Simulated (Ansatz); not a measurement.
Results of PBE-D4 (Ansatz, a program for electronic structure, plane waves, PAW) for hcp Cd.

Numerical settings: plane-wave cutoff 520 eV, 24×24×10 k mesh (along the axes of the cell as run), Fermi–Dirac smearing 0.05 eV, scalar-relativistic PAW data made under PBE.

Shape and atoms are relaxed at each volume.

Pressure at four volumes; x = ln(V/21.552 Å³). One pressure is withheld.

```json
[
 {"V (Å³/atom)": "20.690", "x": "-0.0408", "P (GPa)": "2.33"},
 {"V (Å³/atom)": "21.552", "x": "0.0000", "P (GPa)": "0.00"},
 {"V (Å³/atom)": "21.983", "x": "0.0198", "P (GPa)": "-0.93"},
 {"V (Å³/atom)": "22.414", "x": "0.0392", "P (GPa)": "?"}
]
```

Question: Pass a parabola P(x) through the three rows shown, estimate the bulk modulus and its pressure derivative near zero pressure, and predict the withheld pressure.

Answer: Slopes between the rows: (0.00 − (2.33))/(0.0000 − (-0.0408)) = -57.11 and (-0.93 − (0.00))/(0.0198 − (0.0000)) = -46.97 GPa. Their difference over the span 0.0606 is c = 10.14/0.0606 = 167.3 GPa, so P(x) = 2.33 + (-57.11)(x − (-0.0408)) + 167.3 (x − (-0.0408))(x − (0.0000)). At the middle row B = −dP/dx = −[-57.11 + 167.3 × 0.0408] = 50.3 GPa, and B′ = dB/dP = 2c/B = 6.7. At x = 0.0392 the parabola gives -1.71 GPa; the run gives -1.76 GPa. The Birch–Murnaghan fit to the energies at all volumes has B0 = 50.5 GPa and B′ = 6.0.

Measured, for comparison: bulk modulus 53.8 GPa (zero-point energy and finite temperature contributions removed, our sources range from 50.7 to 53.8; as tabulated in doi:10.1021/acs.jctc.3c00612). Computed (rounded) less measured: bulk modulus -6 % (-0.4 % to -6 % over the range).

Note: the bulk modulus comes from volumes at which shape and atoms were relaxed.
